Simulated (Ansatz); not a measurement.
Compare A (`CC1=CCC=C1`) with its isomer B (`CC1C=CC=C1`).

Isolated molecules relaxed with PBE0-D4/def2-TZVP in Ansatz; ΔE leaves out vibrations. CCSD(T)/CBS adds triple-zeta CCSD(T) − MP2 to the extrapolated MP2 energy (def2 sets, frozen cores). DFT in def2-TZVPP. B3LYP here is the variant with VWN-RPA as its local correlation; programs differ in this.

Which is lower in electronic energy at CCSD(T)/CBS, and by how much? (Estimate.)

Ansatz gave: A, by 11.1 kJ/mol.

Give E(B) − E(A) in kJ/mol with r2SCAN-D4, CCSD(T)/def2-TZVPP, CCSD/def2-TZVPP, B3LYP-D4, B3LYP, CCSD(T)/def2-SVP, LDA (SPW92). (An estimate is asked.)

Computed: r2SCAN-D4 16.1, CCSD(T)/def2-TZVPP 11.1, CCSD/def2-TZVPP 11.6, B3LYP-D4 15.0, B3LYP 16.3, CCSD(T)/def2-SVP 10.9, LDA (SPW92) 18.9. None reverses the order clearly.

Does the order hold for the free energy at 298.15 K (harmonic terms from PBE0-D4)? (An estimate is asked.)

The calculation gave: Yes: G(B) − G(A) = +13.3 kJ/mol.

Largest T1 diagnostic: 0.011.

Leaving LDA and LC-ωPBE aside and taking each functional with its dispersion term where it has one, the values, not all of them listed here, spread over 3.4 kJ/mol, from ωB97M-V to B97M-V.
